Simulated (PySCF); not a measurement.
Gas-phase reaction: F2 + CF3 + C4H10 (n-butane) ⇌ 5 CH2F

Computed with PySCF and rigid-rotor harmonic-oscillator thermochemistry at 1 bar. S°(298 K) at PBE0/def2-TZVP differs from the NASA 1993 table for C4H10 (n-butane) (-9 J/mol/K); whether the harmonic model or the table's entry is off was not settled. † marks an energy on the PBE0/def2-TZVP geometry and frequencies; other levels use their own. MP2 freezes the core. Open shells (unrestricted): CF3 (multiplicity 2), CH2F (multiplicity 2); the rest are closed-shell singlets. CH2F: computed as isolated molecules; such fragments, hydroxides, amides, oligomers or adducts are transient or little studied in the gas. MP2 isn't extrapolated to the basis-set limit; its ΔH°(298 K) is 480.6 kJ in def2-SVP and 456.1 kJ in def2-TZVPP. The harmonic model lacks anharmonicity and excited electronic states, which grow with temperature; levels with a mode under 35 cm⁻¹ are left out. Internal rotation in C4H10 (n-butane) is treated as a harmonic vibration of one conformer, which makes the entropy rough.

```csv
level,"ΔE electronic, kJ","ΔH°(298 K), kJ","ΔS°(298 K), J/K","ΔG°(2000 K), kJ"
BLYP/def2-TZVP†,407,360,414,-467
MP2/def2-SVP†,527,481,414,-346
PBE/def2-TZVP†,475,429,414,-398
PBE0/def2-SVP†,493,446,414,-380
PBE0/def2-TZVP,455,409,414,-418
ωB97M-V/def2-TZVP†,485,438,414,-388
```
ΔH° is lowest at BLYP/def2-TZVP† and highest at MP2/def2-SVP†. No reference value is set beside these.
